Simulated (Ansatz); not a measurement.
Abridged output of a molecular run in Ansatz:

```
Functional definition: HF
646 factors; integrals over basis functions are off by at most 1.2e-3 eV
mean field evaluation 1: about -11296.6848 eV, gradient 2.5e1 eV
mean field evaluation 2: about -11296.6855 eV, gradient 2.5e1 eV
mean field evaluation 4: about -11298.3500 eV, gradient 2.3e0 eV
mean field evaluation 8: about -11298.3755 eV, gradient 6.2e-4 eV
mean field -11298.37548578 eV, -415.2076407884 hartree, gradient 2.7e-6 eV, S^2 0.000000; 0 other end points of the search recorded, 0 dependent functions left out
7 core orbitals not correlated: weight in the atoms' cores, before any rotation towards them, 1.000 or more for the frozen orbitals, at most 0.000 for the correlated occupied ones
reference -11298.37548578 eV, -415.2076407884 hartree; 9, 9 occupied and 50, 50 virtual orbitals, 646 factors
second order -9.90806033 eV of doubles, -0.00000000 eV of singles
cycle   1  -10.58073940 eV  change   -6.7e-1 eV  update   7.9e-2
cycle   2  -10.89611589 eV  change   -3.2e-1 eV  update   2.4e-2
cycle   3  -10.96887039 eV  change   -7.3e-2 eV  update   1.2e-2
cycle   4  -10.96535753 eV  change    3.5e-3 eV  update   2.8e-3
cycle   5  -10.96458341 eV  change    7.7e-4 eV  update   1.1e-3
cycle   6  -10.96466706 eV  change   -8.4e-5 eV  update   4.5e-4
cycle   7  -10.96454794 eV  change    1.2e-4 eV  update   1.6e-4
cycle   8  -10.96452397 eV  change    2.4e-5 eV  update   6.7e-5
cycle   9  -10.96455397 eV  change   -3.0e-5 eV  update   2.4e-5
cycle  10  -10.96455698 eV  change   -3.0e-6 eV  update   7.5e-6
perturbative correction -0.19381238 eV, -0.0071224736 hartree
Total energy: -11309.53385513 eV, -415.6177032988 hartree
```

Its atoms:

Z-matrix (Å, degrees):
```
Si
F 1 1.607
B 1 2.000 2 113.6
H 1 1.490 2 107.3 3 -121.7
H 1 1.490 2 107.3 3 121.8
H 3 1.197 1 118.1 2 179.8
H 3 1.194 1 124.1 2 -0.2
```

Problem. Which basis set was used?
A. def2-SVP
B. def2-QZVPP
C. def2-TZVPP
D. def2-SVPD

Solution. A. It gives 66 functions.

Problem. Write the keys of the input that set method, charge and spin (a neutral closed shell needs none for the last two).

Solution. 
```yaml
correlation: {method: ccsd_t}
```
